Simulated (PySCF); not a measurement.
**The bond of SF+, level by level**

What are the lowest state that PBE0 finds, the bond length, vibrational wavenumber and bond energy of SF+, and how much do these hang on the method?

Method: S jorge-DZP-DKH, F jorge-DZP-DKH, spin-free X2C with a Gaussian nucleus; program: PySCF 2.14.0.

## (1) Input

The job is set up so:

```
atoms                         : S, F
charge                        : 1
basis                         : S jorge-DZP-DKH, F jorge-DZP-DKH
Hamiltonian                   : spin-free X2C with a Gaussian nucleus
basis functions               : 39
electrons treated             : 24
masses in u                   : 31.9721, 18.9984
levels                        : PBE0, PBE, r²SCAN, r²SCAN0, B3LYP, M06, CAM-B3LYP, HF, MP2, SCS-MP2, CCSD, CCSD(T)
grid                          : 80 radial by 434 angular points
occupations                   : held fixed by the projection of orbital angular momentum
dissociation limit            : S+ + F, each in its ground configuration
starting distance in angstrom : 1.700
values of 2S to try           : 0, 2, 4
```

On the command line:

```sh
$ OMP_NUM_THREADS=1 python dia.py task.json out
```

After the search, every level is run at each distance in turn; below they are sorted by level.

## (2) Search for the lowest state

At the starting distance of 1.700 Å the search finds these solutions (others can lie among them):

| 2Ms+1 | unpaired | term | E (eV) | ⟨S²⟩ | ⟨Lz²⟩ | μ (D) |
| --- | --- | --- | --- | --- | --- | --- |
| 3 | π ↑↑ | ³Σ⁻ | 0.00 | 2.01 | 0.00 | -3.30 |
| 1 | π ↑↓ | not assigned | 0.41 | 1.01 | 2.02 | -3.24 |
| 1 | none | not assigned | 1.73 | 0.00 | 2.00 | -3.01 |
| 3 | σ ↑, π ↑ | ³Π | 4.15 | 2.09 | 1.00 | -2.90 |
| 1 | σ ↓, π ↑ | not assigned | 4.59 | 1.01 | 1.01 | -2.98 |
| 3 | π ↑↑ | not assigned | 5.16 | 2.01 | 2.01 | 0.12 |
| 3 | σ ↑, π ↑ | ³Π | 5.87 | 2.01 | 1.01 | -1.72 |
| 5 | σ ↑, π ↑↑↑ | ⁵Π | 6.03 | 6.00 | 1.00 | -0.15 |
| 1 | σ ↓, π ↑ | not assigned | 6.24 | 1.02 | 1.01 | -1.44 |
| 5 | σ ↑↑, π ↑↑ | ⁵Σ⁻ | 6.48 | 6.00 | 0.00 | -2.06 |

10 of 14 solutions are listed, lowest first.

A term symbol stands only where ⟨S²⟩ and ⟨Lz²⟩ are near those of a pure state. A positive dipole points from S to F; in an ion it is taken about the centre of mass and does not tell which atom is negative.

The most promising solutions are followed along the bond (rough minima from three points):

| 2Ms+1 | unpaired | R at minimum (Å) | energy at minimum (eV) |
| --- | --- | --- | --- |
| 3 | π ↑↑ | 1.55 | 0.00 |
| 1 | π ↑↓ | 1.55 | 0.40 |
| 5 | σ ↑, π ↑↑↑ | not bracketed | ≤ 5.00 |

The search made 15 SCF attempts at the starting distance; with the short scans it took 7.9 s of wall time (1 thread of Arm Neoverse V1, shared host).

## (3) PBE0 along the bond

State followed: ³Σ⁻ (triplet), unpaired electrons π ↑↑. The scan is laid around 1.551 Å.

Log of the SCF at 1.551 Å:

```text
******** <class 'pyscf.dft.uks_symm.SymAdaptedUKS'> ********
method = SymAdaptedUKS
initial guess = minao
damping factor = 0
level_shift factor = 0
DIIS = <class 'pyscf.scf.diis.CDIIS'>
diis_start_cycle = 1
diis_space = 10
diis_damp = 0
SCF conv_tol = 1e-09
SCF conv_tol_grad = None
SCF max_cycles = 60
direct_scf = False
max_memory 909 MB (current use 251 MB)
number electrons alpha = 13  beta = 11
XC library pyscf.dft.libxc version 7.0.0
    S. Lehtola, C. Steigemann, M. J.T. Oliveira, and M. A.L. Marques.,  SoftwareX 7, 1–5 (2018)
XC functionals = PBE0
    C. Adamo and V. Barone.,  J. Chem. Phys. 110, 6158 (1999)
    M. Ernzerhof and G. E. Scuseria.,  J. Chem. Phys. 110, 5029 (1999)
small_rho_cutoff = 0
Overwritten attributes  get_hcore get_jk get_k get_j get_occ  of <class 'pyscf.dft.uks_symm.SymAdaptedUKS'>
<class 'pyscf.dft.uks_symm.SymAdaptedUKS'> does not have attributes  refdm
Set gradient conv threshold to 3.16228e-05
init E= -498.569968045316
cycle= 1 E= -498.549542150681  delta_E= 0.0204  |g|= 0.0168  |ddm|= 0.0291
cycle= 2 E= -498.549318841338  delta_E= 0.000223  |g|= 0.0302  |ddm|= 0.0292
cycle= 3 E= -498.549663501848  delta_E= -0.000345  |g|= 0.00338  |ddm|= 0.0191
cycle= 4 E= -498.549667685549  delta_E= -4.18e-06  |g|= 0.000232  |ddm|= 0.00266
cycle= 5 E= -498.549667722655  delta_E= -3.71e-08  |g|= 6.82e-05  |ddm|= 0.000274
cycle= 6 E= -498.549667727989  delta_E= -5.33e-09  |g|= 3.06e-05  |ddm|= 0.000119
cycle= 7 E= -498.549667728843  delta_E= -8.54e-10  |g|= 3.48e-06  |ddm|= 5.59e-05
Extra cycle  E= -498.549667728856  delta_E= -1.26e-11  |g|= 1.46e-06  |ddm|= 5.53e-06
converged SCF energy = -498.549667728856  <S^2> = 2.0052718  2S+1 = 3.0035125
```

Points of the scan, energies from the lowest:

| R (Å) | E (eV) | μ (D) | Mulliken charge of S (e) | Mayer bond order | ⟨S²⟩ | HOMO (eV) | LUMO (eV) |
| --- | --- | --- | --- | --- | --- | --- | --- |
| 1.3339 | 1.5151 | -1.46 | 0.91 | 1.47 | 2.01 | -17.29 | -12.24 |
| 1.3959 | 0.6684 | -1.82 | 0.95 | 1.44 | 2.01 | -17.56 | -12.52 |
| 1.4579 | 0.2052 | -2.16 | 0.98 | 1.40 | 2.01 | -17.81 | -12.77 |
| 1.5045 | 0.0427 | -2.40 | 1.01 | 1.38 | 2.01 | -17.98 | -12.94 |
| 1.5510 | 0.0000 | -2.63 | 1.03 | 1.36 | 2.01 | -18.14 | -13.10 |
| 1.5975 | 0.0492 | -2.85 | 1.05 | 1.34 | 2.01 | -18.28 | -13.25 |
| 1.6596 | 0.2212 | -3.13 | 1.07 | 1.31 | 2.01 | -18.45 | -13.42 |
| 1.7371 | 0.5520 | -3.44 | 1.09 | 1.28 | 2.01 | -18.62 | -13.61 |
| 1.8302 | 1.0475 | -3.77 | 1.11 | 1.25 | 2.01 | -18.76 | -13.78 |
| 1.9543 | 1.7627 | -4.12 | 1.11 | 1.17 | 2.04 | -18.83 | -13.90 |

Constants from the curve: Re = 1.547 Å, ωe = 993 cm⁻¹, ωexe = 4.60 cm⁻¹, αe = 0.00408 cm⁻¹, Be = 0.5908 cm⁻¹, De = 3.39 eV, μ = -2.62 D.

Orbitals nearest the gap at 1.551 Å:

| spin | orbital | ε (eV) | filled | made of |
| --- | --- | --- | --- | --- |
| β | σ | -44.18 | yes | F s 84 % |
| β | σ | -28.59 | yes | S s 63 %, F p 25 %, F s 11 % |
| α | σ | -23.73 | yes | F p 53 %, S p 27 %, S s 14 % |
| α | π | -23.47 | yes | F p 78 %, S p 21 % |
| α | π | -23.47 | yes | F p 78 %, S p 21 % |
| β | σ | -22.73 | yes | F p 43 %, S s 27 %, S p 27 % |
| β | π | -22.15 | yes | F p 86 %, S p 11 % |
| β | π | -22.15 | yes | F p 86 %, S p 11 % |
| α | π | -18.14 | yes | S p 80 %, F p 20 % |
| α | π | -18.14 | yes | S p 80 %, F p 20 % |
| β | π | -13.10 | no | S p 89 %, F p 11 % |
| β | π | -13.10 | no | S p 89 %, F p 11 % |
| α | σ | -10.08 | no | S p 72 %, F p 17 %, S d 9 % |
| α | σ | 1.82 | no | S s 96 % |

Polarisability there: 16.6 bohr³ along the bond, 8.5 across it. Without diffuse functions these come out too small, above all across the bond.

## (4) Orbitals, density and potential

The fields below are evaluated on a grid from the run's orbitals.

Frontier orbitals at PBE0 (alpha spin), with the share of their density that lies nearest to each atom:

| orbital | energy (eV) | lies on |
| --- | --- | --- |
| HOMO | -18.14 | S1 78 %; F2 22 % |
| LUMO | -10.08 | S1 68 %; F2 32 % |

ELF in a plane through or near 2 of the atoms.

Ten even steps from '0' (0.00) to '9' (0.94):
```
0000000000000000000000000000
0000000000100000000000000000
0000000123322000000000000000
0000012456653100000000000000
0000013577764100000000000000
0000135899987300122100000000
0000146999998423566520000000
0000157999666547888741000000
0000156862221468889852000000
0000146722984376477862000000
0000146722984376467862000000
0000156862221568889852000000
0000157999666547888741000000
0000146999998423566520000000
0000135899987300122100000000
0000013577764100000000000000
0000012456653100000000000000
0000000123322000000000000000
0000000000100000000000000000
0000000000000000000000000000
```
The map spans 6.8 Å across and 5.2 Å up, centred on the molecule. Atoms in the plane (x, y in Å): S1 (-0.8, 0.0), F2 (0.8, 0.0).

On the surface of density 0.002 e/bohr³ the electrostatic potential runs, from the 1st to the 99th percentile, from 5.30 V near F2 to 9.05 V near S1.

The spin density lies nearest to S1 85 %; F2 15 %.

## (5) Higher solutions at PBE0

State 2: Ms = 0 determinant of mixed spin (⟨S²⟩ = 1.01), unpaired electrons π ↑↓, an excited solution.

Log of the SCF at 1.551 Å:

```text
[... 13 set-up lines left out, the same as in an earlier log ...]
max_memory 909 MB (current use 294 MB)
number electrons alpha = 12  beta = 12
[... 7 set-up lines left out, the same as in an earlier log ...]
init E= -498.55538127308
cycle= 1 E= -498.534698236948  delta_E= 0.0207  |g|= 0.0175  |ddm|= 0.0292
cycle= 2 E= -498.534419409607  delta_E= 0.000279  |g|= 0.0329  |ddm|= 0.031
cycle= 3 E= -498.53482960401  delta_E= -0.00041  |g|= 0.00332  |ddm|= 0.0206
cycle= 4 E= -498.534833707889  delta_E= -4.1e-06  |g|= 0.000256  |ddm|= 0.00268
cycle= 5 E= -498.534833734699  delta_E= -2.68e-08  |g|= 2.92e-05  |ddm|= 0.000211
cycle= 6 E= -498.534833735175  delta_E= -4.76e-10  |g|= 1.42e-05  |ddm|= 3.85e-05
Extra cycle  E= -498.53483373504  delta_E= 1.35e-10  |g|= 2.45e-05  |ddm|= 2.26e-05
converged SCF energy = -498.53483373504  <S^2> = 1.008398  2S+1 = 2.2435668
```

Re = 1.547 Å, ωe = 997 cm⁻¹; the determinant mixes terms (⟨S²⟩ = 1.01, ⟨Lz²⟩ = 2.02), so these belong to no real state. Its minimum lies 0.40 eV above that of the lowest state.

State 3: ⁵Π (quintet), unpaired electrons σ ↑, π ↑↑↑, an excited solution.

The SCF at the reference distance, 1.551 Å, printed:

```text
[... 13 set-up lines left out, the same as in an earlier log ...]
max_memory 909 MB (current use 265 MB)
number electrons alpha = 14  beta = 10
[... 7 set-up lines left out, the same as in an earlier log ...]
init E= -498.227245911348
cycle= 1 E= -498.220655099242  delta_E= 0.00659  |g|= 0.0072  |ddm|= 0.0493
cycle= 2 E= -498.220673165966  delta_E= -1.81e-05  |g|= 0.00629  |ddm|= 0.019
cycle= 3 E= -498.220689088991  delta_E= -1.59e-05  |g|= 0.000961  |ddm|= 0.00592
cycle= 4 E= -498.220689419398  delta_E= -3.3e-07  |g|= 0.000179  |ddm|= 0.00123
cycle= 5 E= -498.220689435002  delta_E= -1.56e-08  |g|= 3.74e-05  |ddm|= 0.000292
cycle= 6 E= -498.220689435962  delta_E= -9.6e-10  |g|= 4.99e-06  |ddm|= 5.94e-05
Extra cycle  E= -498.220689435987  delta_E= -2.48e-11  |g|= 2.71e-06  |ddm|= 1.04e-05
converged SCF energy = -498.220689435987  <S^2> = 6.0019275  2S+1 = 5.000771
```

No constants are quoted: no minimum is bracketed among the points kept.

Energy (eV) from the lowest point of the lowest state:

| R (Å) | lowest | state 2 | state 3 |
| --- | --- | --- | --- |
| 1.334 | 1.515 | 1.914 | 15.661 |
| 1.396 | 0.668 | 1.068 | 13.256 |
| 1.458 | 0.205 | 0.606 | 11.282 |
| 1.504 | 0.043 | 0.445 | 10.031 |
| 1.551 | 0.000 | 0.404 | 8.952 |
| 1.597 | 0.049 | 0.455 | 8.022 |
| 1.660 | 0.221 | 0.630 | 6.983 |
| 1.737 | 0.552 | 0.966 | 5.960 |
| 1.830 | 1.047 | 1.471 | 5.051 |
| 1.954 | 1.763 | 2.216 | 4.244 |

## (6) PBE

Output of the SCF at 1.551 Å:

```text
[... 17 set-up lines left out, the same as in an earlier log ...]
XC functionals = PBE
    J. P. Perdew, K. Burke, and M. Ernzerhof.,  Phys. Rev. Lett. 77, 3865 (1996)
    J. P. Perdew, K. Burke, and M. Ernzerhof.,  Phys. Rev. Lett. 78, 1396 (1997)
    J. P. Perdew, K. Burke, and M. Ernzerhof.,  Phys. Rev. Lett. 77, 3865 (1996)
    J. P. Perdew, K. Burke, and M. Ernzerhof.,  Phys. Rev. Lett. 78, 1396 (1997)
[... 2 set-up lines left out, the same as in an earlier log ...]
init E= -498.529225131463
cycle= 1 E= -498.528015537367  delta_E= 0.00121  |g|= 0.0895  |ddm|= 0.104
cycle= 2 E= -498.503426838445  delta_E= 0.0246  |g|= 0.265  |ddm|= 0.223
cycle= 3 E= -498.531264032185  delta_E= -0.0278  |g|= 0.0065  |ddm|= 0.161
cycle= 4 E= -498.531285305797  delta_E= -2.13e-05  |g|= 0.00161  |ddm|= 0.00855
cycle= 5 E= -498.531286125523  delta_E= -8.2e-07  |g|= 0.000534  |ddm|= 0.00149
cycle= 6 E= -498.531286254562  delta_E= -1.29e-07  |g|= 6.68e-05  |ddm|= 0.000476
cycle= 7 E= -498.531286257654  delta_E= -3.09e-09  |g|= 9.99e-06  |ddm|= 8.06e-05
cycle= 8 E= -498.53128625775  delta_E= -9.57e-11  |g|= 4.47e-06  |ddm|= 2.17e-05
Extra cycle  E= -498.531286257675  delta_E= 7.46e-11  |g|= 1.46e-05  |ddm|= 1.17e-05
converged SCF energy = -498.531286257675  <S^2> = 2.002742  2S+1 = 3.0018275
```

Re = 1.574 Å, ωe = 926 cm⁻¹, ωexe = 4.46 cm⁻¹, αe = 0.00413 cm⁻¹, Be = 0.5709 cm⁻¹, De = 4.04 eV, μ = -2.45 D. 6.3 s of CPU time for 12 points, integrals apart.

## (7) r²SCAN

Output of the SCF at 1.551 Å:

```text
[... 17 set-up lines left out, the same as in an earlier log ...]
XC functionals = R2SCAN
    J. W. Furness, A. D. Kaplan, J. Ning, J. P. Perdew, and J. Sun.,  J. Phys. Chem. Lett. 11, 8208-8215 (2020)
    J. W. Furness, A. D. Kaplan, J. Ning, J. P. Perdew, and J. Sun.,  J. Phys. Chem. Lett. 11, 9248-9248 (2020)
    J. W. Furness, A. D. Kaplan, J. Ning, J. P. Perdew, and J. Sun.,  J. Phys. Chem. Lett. 11, 8208-8215 (2020)
    J. W. Furness, A. D. Kaplan, J. Ning, J. P. Perdew, and J. Sun.,  J. Phys. Chem. Lett. 11, 9248-9248 (2020)
[... 2 set-up lines left out, the same as in an earlier log ...]
init E= -498.714762632091
cycle= 1 E= -498.7155170096  delta_E= -0.000754  |g|= 0.0161  |ddm|= 0.0661
cycle= 2 E= -498.714964509101  delta_E= 0.000553  |g|= 0.0404  |ddm|= 0.0371
cycle= 3 E= -498.715618070633  delta_E= -0.000654  |g|= 0.0025  |ddm|= 0.0262
cycle= 4 E= -498.715619854875  delta_E= -1.78e-06  |g|= 0.00057  |ddm|= 0.00182
cycle= 5 E= -498.715620082415  delta_E= -2.28e-07  |g|= 0.000101  |ddm|= 0.000796
cycle= 6 E= -498.715620095057  delta_E= -1.26e-08  |g|= 2.8e-05  |ddm|= 0.000231
cycle= 7 E= -498.715620095582  delta_E= -5.25e-10  |g|= 8.38e-06  |ddm|= 3.97e-05
Extra cycle  E= -498.715620095518  delta_E= 6.46e-11  |g|= 1.6e-05  |ddm|= 1.67e-05
converged SCF energy = -498.715620095518  <S^2> = 2.0063363  2S+1 = 3.0042212
```

Re = 1.557 Å, ωe = 963 cm⁻¹, ωexe = 4.57 cm⁻¹, αe = 0.00413 cm⁻¹, Be = 0.5834 cm⁻¹, De = 3.57 eV, μ = -2.51 D. 7.7 s of CPU time for 12 points, integrals apart.

(Part 1 of 2 ends here.)
